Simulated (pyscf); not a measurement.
**Four-centre exchange: HB=NH (SMILES B=N) + SiH₄ (SMILES [SiH4]) → HB=N–SiH₃ (SMILES B=N[SiH3]) + H₂ (SMILES [H][H])**

Gas phase, singlet surface, charge 0. Bonds broken: N2–H4, Si5–H6. Bonds formed: N2–Si5, H4–H6. Optimised with ωB97X-D3(BJ)/def2-SVP in PySCF.

Transition state (Å):

```xyz
9

B     -1.4842    -1.4021     0.6272
N     -1.1820    -0.5302    -0.2484
H     -1.7641    -2.2144     1.4421
H     -1.7035     0.3186    -0.8377
Si     0.0905     0.4058    -1.4688
H     -1.4440     1.1560    -1.6561
H      0.6506     1.7355    -1.0732
H      0.0730     0.0886    -2.9306
H      1.1785    -0.5306    -0.9760
```

One imaginary mode, 1355i cm⁻¹; descent along it reached the two sides named.

```csv
bond,change,reactant side (Å),saddle,product side
N2–H4,breaks,1.000,1.158,2.9
Si5–H6,breaks,1.490,1.718,3.6
N2–Si5,forms,3.4,1.996,1.725
H4–H6,forms,2.9,1.199,0.760
```

Electronic energies relative to the separated reactants (eV):

| level | barrier | reaction energy | reverse barrier |
|---|---|---|---|
| ωB97X-D3(BJ)/def2-TZVP | 2.28 | -0.64 | 2.92 |
| PBE/def2-TZVP | 2.04 | -0.53 | 2.57 |
| r²SCAN/def2-TZVP | 2.09 | -0.64 | 2.73 |
| B3LYP-D3(BJ)/def2-TZVP | 2.25 | -0.62 | 2.88 |
| PBE0-D3(BJ)/def2-TZVP | 2.11 | -0.57 | 2.68 |
| M06-2X/def2-TZVP | 2.28 | -0.71 | 2.99 |
| ωB97M-D3(BJ)/def2-TZVP | 2.29 | -0.58 | 2.87 |
| HF/def2-TZVP | 2.95 | -0.59 | 3.54 |

With ωB97M-D3(BJ)/def2-TZVP energies and thermal terms (ideal gas, 1 atm, RRHO with modes under 100 cm⁻¹ raised to 100, one conformer, R ln 2 for chiral ones without a mode under 150 cm⁻¹), in eV:

| T (K) | ΔH‡ | ΔG‡ | ΔH | ΔG |
|---|---|---|---|---|
| 298 | 2.18 | 2.51 | -0.69 | -0.65 |
| 600 | 2.18 | 2.84 | -0.65 | -0.62 |
| 900 | 2.20 | 3.16 | -0.63 | -0.61 |
| 1200 | 2.22 | 3.48 | -0.62 | -0.60 |

The same reactants have a lower exit, to H₂B–NH–SiH₃ (barrier +0.72 eV at ωB97M-D3(BJ)/def2-TZVP, against +2.29 eV here). This is the saddle that the search found; another between the same sides may lie lower.
